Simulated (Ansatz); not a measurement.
bcc Li, treated with r²SCAN-D4 (Ansatz, a program for electronic structure, plane waves, PAW).

Settings: plane-wave cutoff 500 eV, 30×30×30 k mesh, Fermi–Dirac smearing 0.1 eV, scalar-relativistic PAW data made under PBE.

Computed at the level's own relaxed cell.

Q: Estimate the volume per atom and lattice constant a that the calculation returns.

A: 
volume per atom: 20.97 Å³/atom
lattice constant a: 3.474 Å

Measured, for comparison: equilibrium volume per atom 20.51 Å³/atom (low-temperature or extrapolated to 0 K; zero-point anharmonic expansion removed; as tabulated in Csonka et al. (2009), arXiv:0903.4037); lattice constant a 3.449 Å (low-temperature or extrapolated to 0 K; zero-point anharmonic expansion removed, our sources range from 3.443 to 3.453; as tabulated in Csonka et al. (2009), arXiv:0903.4037). Computed (rounded) less measured: equilibrium volume per atom +2.2 %, lattice constant a +0.7 % (+0.6 % to +0.9 % over the range).
